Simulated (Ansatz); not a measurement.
Worked example: H2Si–BH2⁺, triplet against H$_{2}$Si–BH$_{2}$, doublet

Geometry (PBE0/def2-TZVP stationary point of a doublet), kept for both states (H2Si–BH2, doublet: B1; H2Si–BH2⁺, triplet: B1):

```yaml
atoms:
  - { symbol: Si, position_ang: [0.0000, 0.0000, 0.5624] }
  - { symbol: B, position_ang: [0.0000, 0.0000, -1.3599] }
  - { symbol: H, position_ang: [0.0000, 1.2187, 1.4093] }
  - { symbol: H, position_ang: [0.0000, -1.2187, 1.4093] }
  - { symbol: H, position_ang: [0.0000, 1.0370, -1.9521] }
  - { symbol: H, position_ang: [0.0000, -1.0370, -1.9521] }
```

Basis cc-pVDZ; Ansatz 0.2.0. Correlated methods freeze the noble-gas cores. R marks a restricted (for open shells ROHF) determinant, U an unrestricted one.

Full CI isn't at hand for all of this; UCCSDT(Q) serves as the reference, and is uncertain by about the last step of the cluster series.

| level | E(H2Si–BH2, doublet) (hartree) | E(H2Si–BH2⁺, triplet) (hartree) |
| --- | --- | --- |
| UHF | -315.876043 | -315.493851 |
| UMP2 | -316.049993 | -315.644494 |
| UCCSD(T) | -316.096100 | -315.692062 |
| PBE | -316.455736 | -316.058511 |
| B3LYP | -316.689626 | -316.283391 |
| UCCSDT(Q) | -316.097457 | -315.693775 |

Give the vertical gap, H2Si–BH2⁺ triplet less H2Si–BH2 doublet, at each level in eV (1 hartree = 27.2114 eV), and each error against UCCSDT(Q).

UCCSDT(Q): (-315.693775 − (-316.097457)) × 27.2114 = 10.985 eV (the reference)
B3LYP: (-316.283391 − (-316.689626)) × 27.2114 = 11.054 eV, error 0.069 eV
PBE: (-316.058511 − (-316.455736)) × 27.2114 = 10.809 eV, error -0.176 eV
UCCSD(T): (-315.692062 − (-316.096100)) × 27.2114 = 10.994 eV, error 0.009 eV
UMP2: (-315.644494 − (-316.049993)) × 27.2114 = 11.034 eV, error 0.049 eV
UHF: (-315.493851 − (-315.876043)) × 27.2114 = 10.400 eV, error -0.585 eV

Total energies of functionals can't be set beside those of wave-function methods, since they hold the core's correlation and their own absolute errors; only the differences compare.

In so small a basis the reference is far from its limit while semilocal and hybrid functionals are nearer theirs, so the functionals' errors here hold much of the reference's basis and frozen-core error, which can add to them or hide them.

Each level lands on the state that its own search finds. T1 diagnostics of restricted CCSD: 0.016 and 0.025.
